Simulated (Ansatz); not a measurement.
Other spins and charges of SiH4, triplet at one geometry

All five atoms lie in one plane.

Geometry (PBE0/def2-TZVP stationary point for this spin, not checked as a minimum):

```json
{"atom": "Si", "x (Å)": "0.0000", "y (Å)": "0.0000", "z (Å)": "0.0000"}
{"atom": "H", "x (Å)": "-0.0115", "y (Å)": "1.0851", "z (Å)": "1.0776"}
{"atom": "H", "x (Å)": "-0.0165", "y (Å)": "-1.0776", "z (Å)": "1.0850"}
{"atom": "H", "x (Å)": "0.0165", "y (Å)": "1.0776", "z (Å)": "-1.0850"}
{"atom": "H", "x (Å)": "0.0115", "y (Å)": "-1.0851", "z (Å)": "-1.0776"}
```

Basis 6-31G; Ansatz 0.2.0. Correlated methods freeze the noble-gas cores. R marks a restricted (for open shells ROHF) determinant, U an unrestricted one. Active spaces: valence = (8e, 8o) chosen from the atoms' valence shells.

Gaps are energies of the second state less the first, at fixed atoms, for a selection of the levels run; each method lands on the state that its own search finds for that charge and spin.

For open shells CISD and CISDTQ are restricted-active-space CI with the open shells as a complete middle space.

Quintet less triplet: 7.878 eV at full CI (triplet B3u, quintet B1g, in D2h).

```json
{"level": "RMP2", "gap (eV)": "7.664", "error (meV)": "-214"}
{"level": "RCCSD", "gap (eV)": "7.882", "error (meV)": "4"}
{"level": "UCCSD", "gap (eV)": "7.880", "error (meV)": "2"}
{"level": "BCCD(T)", "gap (eV)": "7.883", "error (meV)": "5"}
{"level": "RCCSDT", "gap (eV)": "7.881", "error (meV)": "3"}
{"level": "UCCSDT", "gap (eV)": "7.881", "error (meV)": "3"}
{"level": "RCCSDT(Q)", "gap (eV)": "7.879", "error (meV)": "1"}
{"level": "RCCSDTQ", "gap (eV)": "7.878", "error (meV)": "0"}
{"level": "CASSCF (valence space)", "gap (eV)": "7.946", "error (meV)": "68"}
{"level": "MRCISD+Q (valence space)", "gap (eV)": "7.877", "error (meV)": "-1"}
```

Question: PBE gives 8.250 eV for removing an electron, to the doublet. Estimate what full CI gives in 6-31G.

Answer: Full CI in 6-31G gives 7.662 eV, so against it PBE is off by 0.588 eV, of which a good part can be the reference's own basis and frozen-core error.

```csv
level,gap (eV),error (meV)
RHF,7.524,-138
UHF,7.327,-335
RMP2,7.593,-69
UMP2,7.556,-106
CISD,7.652,-10
RCCSD,7.656,-6
UCCSD,7.656,-6
RCCSD(T),7.662,0
UCCSD(T),7.663,1
BCCD(T),7.663,1
RCCSDT,7.663,1
UCCSDT,7.663,1
CISDTQ,7.662,0
RCCSDT(Q),7.663,1
UCCSDT(Q),7.663,1
RCCSDTQ,7.662,0
UCCSDTQ,7.662,0
CASSCF (valence space),7.360,-302
NEVPT2 (valence space),7.580,-82
MRCISD (valence space),7.653,-9
MRCISD+Q (valence space),7.662,0
r2SCAN,8.361,699
PBE0,8.238,576
B3LYP,8.143,481
wB97M-V,7.976,314
B2PLYP,7.872,210
RPA-PBE,7.749,87
```

Removing an electron, to the quartet: 12.236 eV at full CI (triplet B3u, quartet ion B1g, in D2h).

```json
{"level": "RHF", "gap (eV)": "11.342", "error (meV)": "-894"}
{"level": "UHF", "gap (eV)": "11.487", "error (meV)": "-749"}
{"level": "RMP2", "gap (eV)": "11.993", "error (meV)": "-243"}
{"level": "UMP2", "gap (eV)": "11.987", "error (meV)": "-249"}
{"level": "CISD", "gap (eV)": "12.151", "error (meV)": "-85"}
{"level": "RCCSD", "gap (eV)": "12.216", "error (meV)": "-20"}
{"level": "UCCSD", "gap (eV)": "12.215", "error (meV)": "-21"}
{"level": "RCCSD(T)", "gap (eV)": "12.233", "error (meV)": "-3"}
{"level": "UCCSD(T)", "gap (eV)": "12.231", "error (meV)": "-5"}
{"level": "BCCD(T)", "gap (eV)": "12.232", "error (meV)": "-4"}
{"level": "RCCSDT", "gap (eV)": "12.237", "error (meV)": "1"}
{"level": "UCCSDT", "gap (eV)": "12.237", "error (meV)": "1"}
{"level": "CISDTQ", "gap (eV)": "12.234", "error (meV)": "-2"}
{"level": "RCCSDT(Q)", "gap (eV)": "12.237", "error (meV)": "1"}
{"level": "UCCSDT(Q)", "gap (eV)": "12.237", "error (meV)": "1"}
{"level": "RCCSDTQ", "gap (eV)": "12.236", "error (meV)": "0"}
{"level": "UCCSDTQ", "gap (eV)": "12.236", "error (meV)": "0"}
{"level": "CASSCF (valence space)", "gap (eV)": "11.913", "error (meV)": "-323"}
{"level": "NEVPT2 (valence space)", "gap (eV)": "12.156", "error (meV)": "-80"}
{"level": "MRCISD (valence space)", "gap (eV)": "12.228", "error (meV)": "-8"}
{"level": "MRCISD+Q (valence space)", "gap (eV)": "12.237", "error (meV)": "1"}
{"level": "PBE", "gap (eV)": "12.832", "error (meV)": "596"}
{"level": "r2SCAN", "gap (eV)": "12.893", "error (meV)": "657"}
{"level": "PBE0", "gap (eV)": "12.829", "error (meV)": "593"}
{"level": "B3LYP", "gap (eV)": "12.954", "error (meV)": "718"}
{"level": "wB97M-V", "gap (eV)": "12.875", "error (meV)": "639"}
{"level": "B2PLYP", "gap (eV)": "12.610", "error (meV)": "374"}
{"level": "RPA-PBE", "gap (eV)": "12.357", "error (meV)": "121"}
```

Singlet less triplet: -0.254 eV at full CI (triplet B3u, singlet B3u, in D2h).

By full CI's occupations no single determinant describes the singlet well.

```json
{"level": "CISDTQ", "gap (eV)": "-0.227", "error (meV)": "27"}
{"level": "CASSCF (valence space)", "gap (eV)": "-0.318", "error (meV)": "-64"}
{"level": "NEVPT2 (valence space)", "gap (eV)": "-0.269", "error (meV)": "-15"}
{"level": "MRCISD (valence space)", "gap (eV)": "-0.257", "error (meV)": "-3"}
{"level": "MRCISD+Q (valence space)", "gap (eV)": "-0.255", "error (meV)": "-1"}
```

For one of the two states the restricted determinant has another symmetry than the lowest full-CI state, so methods that keep it describe a higher state and are left out.

In so small a basis the reference is far from its limit while semilocal and hybrid functionals are nearer theirs (RPA and double hybrids share part of the reference's basis error), so the functionals' errors here hold much of the reference's basis and frozen-core error, which can add to them or hide them. The set has no polarisation functions, which weighs most on the reference.

Full CI is exact within this basis and frozen core; it isn't the basis-set limit. The frozen core follows each run's orbitals, which can shift R against U totals by a few meV.
